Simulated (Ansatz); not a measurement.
CH4SSi, SMILES [SiH3]C=S, the energy of protonation at one site

Program: the Ansatz DFT code, driven from Python.

The script reads `ch4ssi.xyz`:
```text
7

Si   -0.62090    0.22350   -0.23230
C     1.01960   -0.33750    0.25390
S     1.13640   -1.41750    1.49760
H    -1.47390   -0.82940   -0.70830
H    -0.54550    1.21410   -1.39710
H    -1.35430    1.01230    0.85620
H     1.89980    0.06640   -0.31570
```

`pa.py`
```python
"""Proton affinity of CH4SSi at one site."""

import ansatz
import numpy as np

molecule = ansatz.Crystal.molecule_from_extxyz("ch4ssi.xyz")

job = molecule.calculation().basis(gaussian="6-31G*").functional("r2scan")
symbols = [site.symbol for site in molecule.cartesian_sites]
start = np.array([site.position_ang for site in molecule.cartesian_sites], dtype=float)
report = job.relax(force_tolerance=0.01, max_steps=100).run().report
end = np.array(report["positions_ang"])

# start the new hydrogen opposite the existing bonds
away = sum((end[2] - end[j]) / np.linalg.norm(end[2] - end[j]) for j in [1]) + np.array([0.15, 0.1, -0.2])
proton = end[2] + 1.4 * away / np.linalg.norm(away)
acid = ansatz.Crystal.molecule()
for symbol, place in zip(symbols, end):
    acid = acid.atom(symbol, place.tolist())
acid = acid.atom("H", proton.tolist())
protonated = (
    acid.calculation()
    .basis(gaussian="6-31G*")  # atom-centred Gaussian functions
    .functional("r2scan")
    .charge(1)
    .relax(force_tolerance=0.01, max_steps=80)  # relax until the tolerances are met
)
after = protonated.run().report
xyz = np.array(after["positions_ang"])
reach = np.linalg.norm(xyz[:-1] - xyz[-1], axis=1)
print(f"base {report['free_energy_ev']:.5f} eV, protonated {after['free_energy_ev']:.5f} eV")
print(f"the proton ends {reach.min():.3f} A from {symbols[reach.argmin()]}{reach.argmin()}")
print(f"electronic proton affinity {(report['free_energy_ev'] - after['free_energy_ev']):.3f} eV")
```

```console
$ python pa.py
base -19810.81467 eV, protonated -19819.30829 eV
the proton ends 1.359 A from S2
electronic proton affinity 8.494 eV
```

Caveats:
- The settings weren't tested for convergence.
- The proton is put on one chosen atom, which needn't be the most basic site, so the molecule's proton affinity can be higher; the ends are stationary points, not checked by frequencies, and zero-point and thermal terms count only where printed.
- Finished in 2.2 min on 1 thread of Arm Neoverse V1, with other jobs on the host, peak memory 0.21 GiB.

(A comment or docstring line of the script was reworded after the run, the code is as it ran.)
